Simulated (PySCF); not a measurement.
# BHO2 (oxoborinic acid) at CCSDTQ/STO-6G

What is the energy change on altering one bond length of BHO2 (oxoborinic acid) at CCSDTQ/STO-6G? Input form: a Python script.

The results are computed with PySCF 2.14.0.

6 further runs of the same task are left out: 6 set aside as unsound or not needed.

## 1. The system as given

BHO2: 4 atoms, total charge 0, spin state singlet. SMILES: `O=BO`. The coordinates come from a PBE0-D4/def2-TZVP relaxation.

Bond lengths: O1–B2 1.210 Å, B2–O3 1.322 Å, O3–H4 0.960 Å. Angles: O1–B2–O3 177.5°, B2–O3–H4 117.0°.

## 2. A single-point energy at CCSDTQ/STO-6G

File run.py:

```python
from pyscf import gto, cc

molecule = gto.M(
    atom='''
O   -1.555100   0.523500   0.428500
B   -0.423900   0.132000   0.248600
O    0.816700  -0.302000   0.108600
H    1.162300  -0.353500  -0.785700
''',
    max_memory=1860,
    verbose=4,
    spin=0,
    basis='sto-6g',
)

calc0 = molecule.RHF()
calc0.conv_tol = 1e-10
calc0.kernel()
if not calc0.converged:
    calc0 = calc0.newton().run(calc0.mo_coeff, calc0.mo_occ)

mycc = cc.CCSDTQ(calc0, frozen=3)
mycc.kernel()
etot = mycc.e_tot
print('Final energy', etot)
```

Command:

```console
OMP_NUM_THREADS=1 python run.py
```

The log of the run:

```text
PySCF version 2.14.0

[INPUT] num. atoms = 4
[INPUT] num. electrons = 22
[INPUT] charge = 0
[INPUT] spin (= nelec alpha-beta = 2S) = 0
[INPUT] symmetry False subgroup None
[INPUT] Mole.unit = angstrom
[INPUT] Symbol           X                Y                Z      unit          X                Y                Z       unit  Magmom
[INPUT]  1 O     -1.555100000000   0.523500000000   0.428500000000 AA   -2.938713096311   0.989271626210   0.809747644376 Bohr   0.0
[INPUT]  2 B     -0.423900000000   0.132000000000   0.248600000000 AA   -0.801054904203   0.249443848443   0.469785914567 Bohr   0.0
[INPUT]  3 O      0.816700000000  -0.302000000000   0.108600000000 AA    1.543339325932  -0.570697289619   0.205224257128 Bohr   0.0
[INPUT]  4 H      1.162300000000  -0.353500000000  -0.785700000000 AA    2.196428674582  -0.668018185034  -1.484757816071 Bohr   0.0

nuclear repulsion = 54.0055766008979
number of shells = 10
number of NR pGTOs = 96
number of NR cGTOs = 16
basis = sto-6g
ecp = {}

******** <class 'pyscf.scf.hf.RHF'> ********
method = RHF
initial guess = minao
damping factor = 0
level_shift factor = 0
DIIS = <class 'pyscf.scf.diis.CDIIS'>
diis_start_cycle = 1
diis_space = 8
diis_damp = 0
SCF conv_tol = 1e-10
SCF conv_tol_grad = None
SCF max_cycles = 50
direct_scf = True
direct_scf_tol = 1e-13
Set gradient conv threshold to 1e-05
Initial guess from minao.
init E= -174.761002591175
  HOMO = -0.433304089195617  LUMO = 0.239863340747881  gap/eV = 18.31782
cycle= 1 E= -174.205341050682  delta_E= 0.556  |g|= 0.677  |ddm|= 2.74
  HOMO = -0.239642696727101  LUMO = 0.367644609195697  gap/eV = 16.52513
cycle= 2 E= -174.295673801484  delta_E= -0.0903  |g|= 0.54  |ddm|= 1.36
  HOMO = -0.352727487379449  LUMO = 0.370499517813736  gap/eV = 19.68001
cycle= 3 E= -174.372683124793  delta_E= -0.077  |g|= 0.0554  |ddm|= 0.587
  HOMO = -0.360790489370033  LUMO = 0.376766403083952  gap/eV = 20.06995
cycle= 4 E= -174.374099724888  delta_E= -0.00142  |g|= 0.0195  |ddm|= 0.0913
  HOMO = -0.36413909337397  LUMO = 0.375657887081605  gap/eV = 20.13090
cycle= 5 E= -174.37431983975  delta_E= -0.00022  |g|= 0.00542  |ddm|= 0.0443
  HOMO = -0.363848411087448  LUMO = 0.375041078017583  gap/eV = 20.10621
cycle= 6 E= -174.374344185007  delta_E= -2.43e-05  |g|= 0.00129  |ddm|= 0.0179
  HOMO = -0.36439215181457  LUMO = 0.375490923532843  gap/eV = 20.13324
cycle= 7 E= -174.374345898063  delta_E= -1.71e-06  |g|= 0.0004  |ddm|= 0.00467
  HOMO = -0.364427382788095  LUMO = 0.375476423155018  gap/eV = 20.13381
cycle= 8 E= -174.374346124091  delta_E= -2.26e-07  |g|= 0.000128  |ddm|= 0.00149
  HOMO = -0.364454944919868  LUMO = 0.375472860299979  gap/eV = 20.13446
cycle= 9 E= -174.374346146365  delta_E= -2.23e-08  |g|= 1.68e-05  |ddm|= 0.000579
  HOMO = -0.364458399144982  LUMO = 0.375470456341357  gap/eV = 20.13449
cycle= 10 E= -174.374346146638  delta_E= -2.73e-10  |g|= 3.23e-06  |ddm|= 5.88e-05
  HOMO = -0.36445828296077  LUMO = 0.375470542896983  gap/eV = 20.13449
cycle= 11 E= -174.374346146647  delta_E= -8.81e-12  |g|= 5.66e-07  |ddm|= 1.1e-05
  HOMO = -0.364458130814586  LUMO = 0.375470599431402  gap/eV = 20.13449
Extra cycle  E= -174.374346146647  delta_E= -3.98e-13  |g|= 2.66e-07  |ddm|= 1.25e-06
converged SCF energy = -174.374346146647

******** <class 'pyscf.cc.rccsdtq.RCCSDTQ'> ********
RCCSDTQ nocc = 8, nmo = 13
Allocating only the i<=j<=k<=l part of the T4 amplitude in memory
frozen orbitals 3
max_cycle = 50
conv_tol = 1e-07
conv_tol_normt = 1e-06
diis with the T4 amplitude
diis_space = 6
diis_start_cycle = 0
diis_start_energy_diff = 1e+09
einsum_backend: numpy
_make_eris_incore_RCCSDTQ
blksize  4
Approximate memory usage estimate
    Symmetrized T4 memory     293 KB
    ERIs memory               223 KB
    T1-ERIs memory            223 KB
    Intermediates memory      625 KB
Init t2, MP2 energy = -174.529475235333  E_corr(MP2) -0.155129088686
Init E_corr(RCCSDTQ) = -0.155129088685774
cycle =  1  E_corr(RCCSDTQ) = -0.151426728976  dE =  3.702359709974e-03  norm(d tamps) = 1.08834921e-01
cycle =  2  E_corr(RCCSDTQ) = -0.179656441740  dE = -2.822971276445e-02  norm(d tamps) = 6.71341779e-02
cycle =  3  E_corr(RCCSDTQ) = -0.172517708384  dE =  7.138733356487e-03  norm(d tamps) = 4.65604710e-02
cycle =  4  E_corr(RCCSDTQ) = -0.176171107907  dE = -3.653399523269e-03  norm(d tamps) = 1.01250572e-02
cycle =  5  E_corr(RCCSDTQ) = -0.176701963770  dE = -5.308558625180e-04  norm(d tamps) = 4.59537328e-03
cycle =  6  E_corr(RCCSDTQ) = -0.176772147938  dE = -7.018416857796e-05  norm(d tamps) = 1.08236872e-03
cycle =  7  E_corr(RCCSDTQ) = -0.176778723768  dE = -6.575830059280e-06  norm(d tamps) = 5.54629101e-04
cycle =  8  E_corr(RCCSDTQ) = -0.176777484175  dE =  1.239593329455e-06  norm(d tamps) = 2.14504666e-04
cycle =  9  E_corr(RCCSDTQ) = -0.176764316526  dE =  1.316764915429e-05  norm(d tamps) = 1.09327686e-04
cycle = 10  E_corr(RCCSDTQ) = -0.176772654082  dE = -8.337556455046e-06  norm(d tamps) = 6.21397169e-05
cycle = 11  E_corr(RCCSDTQ) = -0.176772823445  dE = -1.693629750055e-07  norm(d tamps) = 2.04149461e-05
cycle = 12  E_corr(RCCSDTQ) = -0.176772339706  dE =  4.837392782175e-07  norm(d tamps) = 1.16905082e-05
cycle = 13  E_corr(RCCSDTQ) = -0.176772701013  dE = -3.613070727326e-07  norm(d tamps) = 5.04957079e-06
cycle = 14  E_corr(RCCSDTQ) = -0.176772791628  dE = -9.061545863664e-08  norm(d tamps) = 2.37753252e-06
cycle = 15  E_corr(RCCSDTQ) = -0.176772699546  dE =  9.208228399227e-08  norm(d tamps) = 1.41698597e-06
cycle = 16  E_corr(RCCSDTQ) = -0.176772712771  dE = -1.322504930568e-08  norm(d tamps) = 5.97130093e-07
RCCSDTQ converged
E(RCCSDTQ) = -174.5511188594185   E_corr = -0.1767727127711553
E_corr(same-spin) = -0.0340667033722145
E_corr(oppo-spin) = -0.142706009398941
Final energy -174.55111885941852
```

It took 25 s on 1 thread of Intel Xeon 6975P-C (Granite Rapids), shared host; peak memory 0.15 GiB.

## 3. The distorted shape, same level

File job.py:

```python
from pyscf import gto, scf, cc

system = gto.M(
    atom='''
O     -3.069356     1.008740     1.147806
B     -0.931697     0.268912     0.807845
O      1.412697    -0.551229     0.543283
H      2.196429    -0.668018    -1.484758
''',
    unit='bohr',
    max_memory=1860,
    basis='sto-6g',
    verbose=4,
)

mf = scf.RHF(system)
mf.conv_tol = 1e-10
mf.kernel()
if not mf.converged:
    mf = mf.newton().run(mf.mo_coeff, mf.mo_occ)

mycc = cc.CCSDTQ(mf, frozen=3)
mycc.kernel()
e_tot = mycc.e_tot
print(f'total energy: {e_tot:.8f} hartree')
```

Command:

```console
OMP_NUM_THREADS=1 python job.py
```

The log of the run:

```text
PySCF version 2.14.0

[INPUT] num. atoms = 4
[INPUT] num. electrons = 22
[INPUT] charge = 0
[INPUT] spin (= nelec alpha-beta = 2S) = 0
[INPUT] symmetry False subgroup None
[INPUT] Mole.unit = bohr
[INPUT] Symbol           X                Y                Z      unit          X                Y                Z       unit  Magmom
[INPUT]  1 O     -1.624233247401   0.533802219743   0.607392777757 AA   -3.069356000000   1.008740000000   1.147806000000 Bohr   0.0
[INPUT]  2 B     -0.493032819883   0.142302102143   0.427493163956 AA   -0.931697000000   0.268912000000   0.807845000000 Bohr   0.0
[INPUT]  3 O      0.747567058335  -0.291697824798   0.287492982680 AA    1.412697000000  -0.551229000000   0.543283000000 Bohr   0.0
[INPUT]  4 H      1.162300172204  -0.353499902084  -0.785700097331 AA    2.196429000000  -0.668018000000  -1.484758000000 Bohr   0.0

nuclear repulsion = 53.1128304344096
number of shells = 10
number of NR pGTOs = 96
number of NR cGTOs = 16
basis = sto-6g
ecp = {}

******** <class 'pyscf.scf.hf.RHF'> ********
method = RHF
initial guess = minao
damping factor = 0
level_shift factor = 0
DIIS = <class 'pyscf.scf.diis.CDIIS'>
diis_start_cycle = 1
diis_space = 8
diis_damp = 0
SCF conv_tol = 1e-10
SCF conv_tol_grad = None
SCF max_cycles = 50
direct_scf = True
direct_scf_tol = 1e-13
Set gradient conv threshold to 1e-05
Initial guess from minao.
init E= -174.558164515186
  HOMO = -0.421497869578132  LUMO = 0.171536495018169  gap/eV = 16.13729
cycle= 1 E= -174.169396170414  delta_E= 0.389  |g|= 0.684  |ddm|= 2.73
  HOMO = -0.223968174391574  LUMO = 0.296505409773573  gap/eV = 14.16281
cycle= 2 E= -174.272645493282  delta_E= -0.103  |g|= 0.527  |ddm|= 1.37
  HOMO = -0.341901113988753  LUMO = 0.319880457643269  gap/eV = 18.00799
cycle= 3 E= -174.345773375038  delta_E= -0.0731  |g|= 0.0647  |ddm|= 0.577
  HOMO = -0.355000529898133  LUMO = 0.319755454675556  gap/eV = 18.36105
cycle= 4 E= -174.347556430485  delta_E= -0.00178  |g|= 0.0221  |ddm|= 0.101
  HOMO = -0.3603560481975  LUMO = 0.324378632732352  gap/eV = 18.63258
cycle= 5 E= -174.347840316434  delta_E= -0.000284  |g|= 0.00563  |ddm|= 0.0492
  HOMO = -0.360085088367567  LUMO = 0.323629900638763  gap/eV = 18.60483
cycle= 6 E= -174.347866350124  delta_E= -2.6e-05  |g|= 0.00147  |ddm|= 0.0179
  HOMO = -0.360648191614315  LUMO = 0.324026177731913  gap/eV = 18.63094
cycle= 7 E= -174.347868539693  delta_E= -2.19e-06  |g|= 0.000433  |ddm|= 0.00528
  HOMO = -0.360713364747908  LUMO = 0.324017363576862  gap/eV = 18.63247
cycle= 8 E= -174.347868808123  delta_E= -2.68e-07  |g|= 0.000157  |ddm|= 0.00157
  HOMO = -0.360735911707059  LUMO = 0.324013406276157  gap/eV = 18.63298
cycle= 9 E= -174.347868841913  delta_E= -3.38e-08  |g|= 2.37e-05  |ddm|= 0.000701
  HOMO = -0.360743447328564  LUMO = 0.324011974210283  gap/eV = 18.63314
cycle= 10 E= -174.347868842495  delta_E= -5.82e-10  |g|= 4.04e-06  |ddm|= 8.86e-05
  HOMO = -0.36074352372196  LUMO = 0.32401193530186  gap/eV = 18.63315
cycle= 11 E= -174.34786884251  delta_E= -1.51e-11  |g|= 8.19e-07  |ddm|= 1.43e-05
  HOMO = -0.360743257391524  LUMO = 0.324011948254775  gap/eV = 18.63314
Extra cycle  E= -174.347868842511  delta_E= -5.68e-13  |g|= 3.91e-07  |ddm|= 1.82e-06
converged SCF energy = -174.347868842511

******** <class 'pyscf.cc.rccsdtq.RCCSDTQ'> ********
RCCSDTQ nocc = 8, nmo = 13
Allocating only the i<=j<=k<=l part of the T4 amplitude in memory
frozen orbitals 3
max_cycle = 50
conv_tol = 1e-07
conv_tol_normt = 1e-06
diis with the T4 amplitude
diis_space = 6
diis_start_cycle = 0
diis_start_energy_diff = 1e+09
einsum_backend: numpy
_make_eris_incore_RCCSDTQ
blksize  4
Approximate memory usage estimate
    Symmetrized T4 memory     293 KB
    ERIs memory               223 KB
    T1-ERIs memory            223 KB
    Intermediates memory      625 KB
Init t2, MP2 energy = -174.512718097597  E_corr(MP2) -0.164849255087
Init E_corr(RCCSDTQ) = -0.164849255086915
cycle =  1  E_corr(RCCSDTQ) = -0.162808887448  dE =  2.040367639329e-03  norm(d tamps) = 1.13623488e-01
cycle =  2  E_corr(RCCSDTQ) = -0.192868970716  dE = -3.006008326884e-02  norm(d tamps) = 6.97122986e-02
cycle =  3  E_corr(RCCSDTQ) = -0.185758911329  dE =  7.110059387582e-03  norm(d tamps) = 4.86311186e-02
cycle =  4  E_corr(RCCSDTQ) = -0.190193460756  dE = -4.434549427275e-03  norm(d tamps) = 1.17398131e-02
cycle =  5  E_corr(RCCSDTQ) = -0.190895254581  dE = -7.017938248074e-04  norm(d tamps) = 5.55754030e-03
cycle =  6  E_corr(RCCSDTQ) = -0.190984770459  dE = -8.951587825168e-05  norm(d tamps) = 1.72371594e-03
cycle =  7  E_corr(RCCSDTQ) = -0.190989877623  dE = -5.107163467188e-06  norm(d tamps) = 1.00439935e-03
cycle =  8  E_corr(RCCSDTQ) = -0.190979969252  dE =  9.908370561612e-06  norm(d tamps) = 4.56736679e-04
cycle =  9  E_corr(RCCSDTQ) = -0.190956170844  dE =  2.379840831412e-05  norm(d tamps) = 2.49685978e-04
cycle = 10  E_corr(RCCSDTQ) = -0.190968218461  dE = -1.204761722565e-05  norm(d tamps) = 1.23713567e-04
cycle = 11  E_corr(RCCSDTQ) = -0.190964996270  dE =  3.222191097801e-06  norm(d tamps) = 5.21237197e-05
cycle = 12  E_corr(RCCSDTQ) = -0.190964613287  dE =  3.829826505375e-07  norm(d tamps) = 3.05250882e-05
cycle = 13  E_corr(RCCSDTQ) = -0.190965825432  dE = -1.212144362245e-06  norm(d tamps) = 1.47308525e-05
cycle = 14  E_corr(RCCSDTQ) = -0.190966185643  dE = -3.602117393253e-07  norm(d tamps) = 7.44867481e-06
cycle = 15  E_corr(RCCSDTQ) = -0.190965982489  dE =  2.031543817893e-07  norm(d tamps) = 5.14851466e-06
cycle = 16  E_corr(RCCSDTQ) = -0.190966161887  dE = -1.793985107967e-07  norm(d tamps) = 2.31577081e-06
cycle = 17  E_corr(RCCSDTQ) = -0.190966264404  dE = -1.025169302227e-07  norm(d tamps) = 9.73426894e-07
cycle = 18  E_corr(RCCSDTQ) = -0.190966227355  dE =  3.704896253676e-08  norm(d tamps) = 5.45706442e-07
RCCSDTQ converged
E(RCCSDTQ) = -174.5388350698659   E_corr = -0.1909662273554402
E_corr(same-spin) = -0.0350135494146891
E_corr(oppo-spin) = -0.155952677940751
total energy: -174.53883507 hartree
```

It took 27 s on 1 thread of Intel Xeon 6975P-C (Granite Rapids), shared host; peak memory 0.14 GiB.

## 4. Results

At CCSDTQ/STO-6G, 3 core orbitals frozen:

| quantity | value |
| --- | --- |
| first shape: total energy | -174.55112 Eh |
| first shape: dipole moment (Hartree–Fock density) | 2.78 D |
| first shape: HOMO energy (Hartree–Fock orbitals) | -9.92 eV |
| first shape: LUMO energy (Hartree–Fock orbitals) | 10.22 eV |
| first shape: HOMO–LUMO gap (Hartree–Fock orbitals) | 20.13 eV |
| first shape: correlation energy (3 core orbitals frozen) | -176.8 mEh |
| first shape: T1 diagnostic | 0.017 |
| distorted shape: total energy | -174.53884 Eh |
| distorted shape: dipole moment (Hartree–Fock density) | 2.85 D |
| distorted shape: HOMO energy (Hartree–Fock orbitals) | -9.82 eV |
| distorted shape: LUMO energy (Hartree–Fock orbitals) | 8.82 eV |
| distorted shape: HOMO–LUMO gap (Hartree–Fock orbitals) | 18.63 eV |
| distorted shape: correlation energy (3 core orbitals frozen) | -191.0 mEh |
| distorted shape: T1 diagnostic | 0.018 |
| energy change with the O3–H4 bond stretched from 0.960 to 1.152 Å | 0.334 eV |

In words: With the O3–H4 bond stretched from 0.960 to 1.152 Å the energy rises by 0.33 eV (32.3 kJ/mol). The first shape isn't relaxed at this level, so the change isn't measured from a minimum. The minimal basis adds a large error of its own. Mulliken charges (distorted shape) of the mean-field density run from -0.35 on O1 to +0.48 on B2; they depend strongly on the basis.
